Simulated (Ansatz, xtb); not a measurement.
# Isomers of C6H6 in order of energy

3 gas-phase structures of C6H6, from a drawn sample of its isomers (lower ones may exist). Each was relaxed with GFN2-xTB:

A. `C#C/C=C/C=C`, a singlet
B. `C#C/C=C\C=C`, a singlet
C. `C#CC(=C)C=C`, a singlet

**Question.** Estimate their order in r2SCAN-D4/def2-SVP//GFN2-xTB energy at these geometries, lowest first.

**Answer.** Calculated order at r2SCAN-D4/def2-SVP//GFN2-xTB: A (0.000), B (0.004), C (0.147) eV. Less than 1 kcal/mol parts A and B, so the order within that pair means little.

Energies above the lowest of each column, in eV; the last columns are at r2SCAN-D4/def2-SVP geometries:

```
structure  GFN2-xTB  HF/STO-3G  r2SCAN-D4/def2-SVP//GFN2-xTB  r2SCAN-D4/def2-SVP  CCSD(T)/def2-SVP + ΔMP2/def2-TZVPP
        A     0.000      0.000                         0.000               0.000                               0.008
        B     0.013      0.014                         0.004               0.002                               0.000
        C     0.103      0.076                         0.147               0.146                               0.041
```

CCSD(T)/def2-SVP + ΔMP2/def2-TZVPP has A and B and C within 1 kcal/mol of each other at the bottom, and every level picks one of them. CCSD(T)/def2-SVP + ΔMP2/def2-TZVPP orders those it was run on as B (0.000), A (0.008), C (0.041) eV. Less than 1 kcal/mol parts B and A; A and C, so the order within those pairs means little. Flexible structures stand in one conformer each, not always the lowest. ΔMP2 is the change of the MP2 energy from the smaller to the larger basis.

Programs: Ansatz 0.2.0, xtb 6.7.1.
